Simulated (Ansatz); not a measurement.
System (SMILES): ClCl (Cl2).
Atoms: Cl1, Cl2. Bonds: Cl1-Cl2.

Basis-set convergence of the optimised Cl1-Cl2 bond length at MP2 with Ansatz (an electronic-structure program). The reference of a correlated method is not its basis-set limit, which lies further on. All functions are spherical. Cores are frozen. No added dispersion term, no relativity. Reference: the value in aug-cc-pV(Q+d)Z, 1.9789 Å, itself unsure by roughly 0.0012 Å (its mean distance from cc-pV(5+d)Z, def2-QZVPP, cc-pV(Q+d)Z). Deviations are taken from unrounded values. Cost is core time over that of def2-TZVPP, rough, on shared machines of one kind; a dash marks a row that isn't timed (too short, read off another run, short of memory, by another algorithm or on other hardware). It counts the whole optimisation.

```tsv
basis	functions	cost
def2-SVP	36	-
def2-TZVP	74	0.6×
def2-TZVPP	84	1×
def2-TZVPPD	102	1×
def2-QZVPP	140	4×
```

Task: Which is the smallest def2 set listed that can be trusted to 0.005 Å here, that is, within that of the reference together with its larger relatives (same family, alike in diffuse functions; a set with none to test it counts only in the reference's own line)?

Result: Of the sets listed that have larger relatives (same family, alike in diffuse functions), none stays within 0.005 Å of the reference together with them. Inside, with no larger relative to test it: def2-QZVPP. Value minus reference: def2-SVP 0.0549, def2-TZVP 0.0114, def2-TZVPP 0.0093, def2-TZVPPD 0.0074, def2-QZVPP -0.0001 Å.
